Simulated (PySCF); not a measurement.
A small calculation by hand: entropy of an ideal gas

carbonyl sulfide anion (COS), SMILES O=C=S (connectivity only; charge and spin as stated), charge -1, multiplicity 2.

Geometry: PBE0-D3(BJ)/def2-TZVPD. The spin state was assumed, not searched.

PBE0-D3(BJ)/def2-TZVPD in PySCF 2.14.0 gives the harmonic wavenumbers 493, 738, 1722 cm⁻¹ and the rotational temperatures 10.2269, 0.2931, 0.2849 K. The molar mass is 60.07 g/mol, the symmetry number 1, the spin multiplicity 2.

Q: Work out the entropy at 298.15 K and 1 atm in the rigid-rotor, harmonic-oscillator model.

A: 
Translation (Sackur–Tetrode at 1 atm): S = R[1.5 ln M + 2.5 ln T − 1.16487] = 159.8 J/(mol K).
Rotation: q = (√π/σ) T^1.5/√(θA θB θC) = 9870, S = R[ln q + 3/2] = 88.9 J/(mol K).
Vibration: with u = 1.4388 ν/T, each mode gives R[u/(e^u − 1) − ln(1 − e^−u)]:
```
ν (cm⁻¹)  modes     u  S (J/(mol K))
--------  -----  ----  -------------
493           1  2.38           2.83
738           1  3.56           1.11
1722          1  8.31           0.02
```
These are all the modes. Sum 4.0 J/(mol K).
Spin: R ln 2 = 5.8 J/(mol K).
Total 258.5 J/(mol K); the program's own thermochemistry gives 258.5. Translation makes up 62 % and vibration 2 %. Anharmonicity, hindered rotation and orbital degeneracy are left out.
